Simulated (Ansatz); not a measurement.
# CH5B: the cost of one run

Method: RKS PBE-D4/cc-pVDZ, in Ansatz 0.2.0.

### Step 1. Starting point

Bond lengths: B1–H2 1.190 Å, B1–C3 1.600 Å, C3–H4 1.110 Å, C3–H5 1.110 Å, C3–H6 1.110 Å, B1–H7 1.190 Å. Angles: H2–B1–C3 120.0°, H2–B1–H7 120.0°, C3–B1–H7 120.0°, B1–C3–H4 109.5°, B1–C3–H5 109.5°, B1–C3–H6 109.5°, H4–C3–H5 109.4°, H4–C3–H6 109.4°, H5–C3–H6 109.4°.

As a file:

```xyz
7

B     0.0000    0.0000    0.0000
H     0.0000    0.0000    1.1900
C     1.3856    0.0000   -0.8000
H     1.7152   -1.0462   -0.9702
H     1.2491    0.5080   -1.7774
H     2.1552    0.5381   -0.2082
H    -1.0305    0.0000   -0.5950
```

### Step 2. Relaxing the start

input.yaml reads:

```yaml
crystal:
  periodic: [false, false, false]
  atoms:
    - { symbol: B, position_ang: [0.0, 0.0, 0.0] }
    - { symbol: H, position_ang: [0.0, 0.0, 1.19] }
    - { symbol: C, position_ang: [1.3856, 0.0, -0.8] }
    - { symbol: H, position_ang: [1.7152, -1.0462, -0.9702] }
    - { symbol: H, position_ang: [1.2491, 0.508, -1.7774] }
    - { symbol: H, position_ang: [2.1552, 0.5381, -0.2082] }
    - { symbol: H, position_ang: [-1.0305, 0.0, -0.595] }
basis:
  gaussian: { orbitals: cc-pVDZ }
hamiltonian:
  xc: pbe
  dispersion: d4
relax:
  f_tol: 0.02
  max_steps: 40
output:
  orbitals: {}
```

Launch:

```
$ ansatz run input.yaml --threads 1 --pin off --max-ram 2048MiB --backend cpu --events-out ev --progress --plain --runs-dir out
```

Q: Estimate wall time and peak memory on 1 thread of Intel Xeon 6975P-C (Granite Rapids), shared host.

About 3.2 s, with a peak of 0.12 GiB.
